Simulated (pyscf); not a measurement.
Structures and frequencies: ωB97X-D3(BJ)/def2-SVP in PySCF.

**Question.** Estimate the classical barrier height and the reaction energy of `[CH3][GeH3]` + `[ClH]` -> `[CH3][GeH2][Cl]` + `[H][H]` at ωB97M-D3(BJ)/def2-TZVP. The step runs on the singlet surface, breaks Ge–H, Cl–H and forms Cl–Ge, H–H; take the separated reactants as zero.

**Answer.** ΔE‡ = 36.9 kcal/mol, ΔE = -14.3 kcal/mol. Zero-point energy shifts the barrier by +0.5 kcal/mol. It is a four-centre exchange, with an imaginary mode of 967i cm⁻¹. One saddle was located; it need not be the lowest between these sides. Elements up to Kr have no core potential and no relativistic terms here.
